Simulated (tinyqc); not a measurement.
Worked calculation: Born-Oppenheimer dynamics on the RHF/sto-3g surface (energies and gradients from PySCF), for H2O, spin multiplicity 1. Computed by tinyqc, a small Python program that keeps every step (integrals from PySCF). Settings: charge = 0, multiplicity = 1, basis = sto-3g, time step (fs) = 1.0, steps = 24. Command: `OMP_NUM_THREADS=1 python tinyqc.py 30513 30514 out.jsonl` (the two numbers bound the seeds that draw the settings). One thread of a shared host (Intel(R) Xeon(R) Processor @ 2.60GHz), about 1 s of CPU time with the checks.

positions (bohr):
```
            x          y          z
1O   0.090707  -0.115273  -0.058582
2H   0.011338   1.670518   0.997775
3H  -0.068030  -1.662959   0.897620
```

The total energy should stay constant up to terms of order dt^2; the step counts as short enough if it moves by less than 2 % of the largest kinetic energy.

Trajectory:

| time (fs) | 1O-2H (angstrom) | potential (hartree) | kinetic (hartree) | total (hartree) |
|---|---|---|---|---|
| 0.000000 | 1.098758 | -74.93978828 | 0.00018811 | -74.93960017 |
| 1.000000 | 1.078139 | -74.94579958 | 0.00570976 | -74.94008982 |
| 2.000000 | 1.009615 | -74.95859645 | 0.01708543 | -74.94151101 |
| 3.000000 | 0.928066 | -74.95878792 | 0.01744758 | -74.94134034 |
| 4.000000 | 0.896465 | -74.95292906 | 0.01343433 | -74.93949473 |
| 5.000000 | 0.948790 | -74.96051835 | 0.01875874 | -74.94175961 |
| 6.000000 | 1.036061 | -74.95618535 | 0.01507259 | -74.94111276 |
| 7.000000 | 1.101856 | -74.94371934 | 0.00380696 | -74.93991239 |
| 8.000000 | 1.119015 | -74.94038638 | 0.00067293 | -74.93971345 |
| 9.000000 | 1.082088 | -74.94968607 | 0.00930131 | -74.94038476 |
| 10.000000 | 1.003710 | -74.96091853 | 0.01926736 | -74.94165117 |
| 11.000000 | 0.922108 | -74.95799284 | 0.01704893 | -74.94094391 |
| 12.000000 | 0.899275 | -74.95373084 | 0.01398473 | -74.93974611 |
| 13.000000 | 0.955972 | -74.95998147 | 0.01811717 | -74.94186430 |
| 14.000000 | 1.035917 | -74.95197581 | 0.01125526 | -74.94072055 |
| 15.000000 | 1.085658 | -74.94129399 | 0.00160771 | -74.93968628 |
| 16.000000 | 1.083194 | -74.94332282 | 0.00332694 | -74.93999589 |
| 17.000000 | 1.030917 | -74.95389301 | 0.01293403 | -74.94095898 |
| 18.000000 | 0.954302 | -74.95867377 | 0.01724529 | -74.94142847 |
| 19.000000 | 0.905295 | -74.95457004 | 0.01475444 | -74.93981560 |
| 20.000000 | 0.930592 | -74.95978128 | 0.01850750 | -74.94127378 |
| 21.000000 | 1.006209 | -74.95866878 | 0.01728560 | -74.94138318 |
| 22.000000 | 1.076403 | -74.94676630 | 0.00668281 | -74.94008348 |
| 23.000000 | 1.107364 | -74.94116749 | 0.00131429 | -74.93985320 |
| 24.000000 | 1.088285 | -74.94641551 | 0.00619346 | -74.94022205 |

Is the time step short enough?

No. The total energy moves within 2.4e-03 hartree; that is over 2 % of the largest kinetic energy, so the time step is too long.
